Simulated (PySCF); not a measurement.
How the functional moves excitation energies

CF4.
SMILES with atom numbers: `[F:1][C:2]([F:3])([F:4])[F:5]`

Linear-response calculations in the def2-SVPD basis (PySCF; singlets by full response, triplets Tamm–Dancoff, core orbitals frozen in the response; HF means time-dependent Hartree–Fock). 'Strongest' is the level of largest summed f among the singlets computed (10 roots, of which the last may lack a degenerate partner); it can jump between rows when another state enters that window. S1 is the lowest singlet of each run and needn't be the same state throughout; f(S1) is that of one state. Isolated species at its PBE0-D3(BJ)/def2-SVP geometry, gas phase.

```csv
run,S1 (eV),f(S1),strongest (eV),T1 (eV),HOMO (eV),gap (eV),"ionisation energy, ΔSCF (eV)"
1,13.32,0.000,14.43,13.07,-15.08,16.18,16.65
2,12.58,0.000,13.75,12.41,-14.81,17.16,15.86
3,12.22,0.000,13.44,12.03,-14.40,15.64,16.02
4,12.61,0.000,13.73,12.37,-15.63,17.92,16.11
```

The runs used BHandHLYP, CAM-B3LYP, LC-wPBE and wB97X-D. Which is which?

1 = BHandHLYP, 2 = wB97X-D, 3 = CAM-B3LYP, 4 = LC-wPBE. S1 runs from 12.22 eV (CAM-B3LYP) to 13.32 eV (BHandHLYP), a spread of 1.10 eV, while the orbital gap spreads over 2.3 eV. −ε(HOMO) comes closest to its own ΔSCF ionisation energy with LC-wPBE (-0.48 eV) and misses most with CAM-B3LYP (-1.62 eV).
